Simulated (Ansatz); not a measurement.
This script drives Ansatz 0.2.0, Python API.

The script, `c2h7b_scan.py`:
```python
"""Stretching a bond of C2H7B(-), the rest held rigid."""

import ansatz
import numpy as np

BASIS_SET = "def2-SVP"
FUNCTIONAL = "cam_b3lyp"
NET_CHARGE = -1

molecule = (
    ansatz.Crystal.molecule()
    .atom("B", (1.3682, 0.2562, 0.4582))
    .atom("C", (0.1441, -0.4099, -0.3353))
    .atom("C", (-1.1934, 0.0948, 0.1943))
    .atom("H", (2.3794, -0.3171, 0.1958))
    .atom("H", (1.4749, 1.4039, 0.1541))
    .atom("H", (0.2326, -0.1643, -1.415))
    .atom("H", (0.1943, -1.5132, -0.2169))
    .atom("H", (-1.3071, -0.1593, 1.2704))
    .atom("H", (-2.0194, -0.3868, -0.3702))
    .atom("H", (-1.2735, 1.1957, 0.0646))
)

symbols = [site.symbol for site in molecule.cartesian_sites]
start = np.array([site.position_ang for site in molecule.cartesian_sites])
axis = (start[9] - start[2]) / np.linalg.norm(start[9] - start[2])
moving = [9]
lengths, energies = [0.94, 1.02, 1.11, 1.22, 1.39, 1.67, 2.0, 2.45], []
for length in lengths:
    xyz = start.copy()
    xyz[moving] += (length - np.linalg.norm(start[9] - start[2])) * axis
    point = ansatz.Crystal.molecule()
    for symbol, place in zip(symbols, xyz):
        point = point.atom(symbol, place.tolist())
    job = (
        point.calculation()
        .basis(gaussian=BASIS_SET)
        .functional(FUNCTIONAL)
        .charge(NET_CHARGE)
        .spin("collinear", total=1)
    )
    r = job.run(threads=1, pin="off").report
    energies.append(r["free_energy_ev"])
    print(f"r = {length:6.3f} A  E = {energies[-1]:.5f} eV  <S^2> = {abs(r['mean_field']['state']['spin_squared']):.3f}")

print("energy above the lowest point (eV):", [round(e - min(energies), 3) for e in energies])
```

It is started by `python c2h7b_scan.py`. Estimate its wall time and peak memory on 1 thread of Arm Neoverse V1 (shared host).

It took about 47 s, with a peak of 0.28 GiB, for 8 runs of the engine.

Output of `python c2h7b_scan.py`:
```text
r =  0.940 A  E = -2858.19056 eV  <S^2> = 0.752
r =  1.020 A  E = -2858.66133 eV  <S^2> = 0.752
r =  1.110 A  E = -2858.79150 eV  <S^2> = 0.752
r =  1.220 A  E = -2858.61114 eV  <S^2> = 0.752
r =  1.390 A  E = -2857.98098 eV  <S^2> = 0.752
r =  1.670 A  E = -2856.71085 eV  <S^2> = 0.752
r =  2.000 A  E = -2855.37318 eV  <S^2> = 0.815
r =  2.450 A  E = -2854.44380 eV  <S^2> = 1.374
energy above the lowest point (eV): [0.601, 0.13, 0.0, 0.18, 0.811, 2.081, 3.418, 4.348]
```

Reading the output:
- Total energies depend on the basis set; only differences at equal settings carry meaning.
- The rest of the molecule is held rigid at a force-field or estimated start geometry, and the basis set is modest; single-reference methods fail as a bond breaks.
- The run takes the species as open-shell (spin multiplicity 2), which needn't be its ground state.
- The expectation value of S² is noticeably off S(S+1) in at least one run, so that state is spin-contaminated.
- For an odd-electron ion, approximate functionals spread the charge over both fragments and lower the stretched end too much.
- Anions want diffuse functions, which this basis lacks.
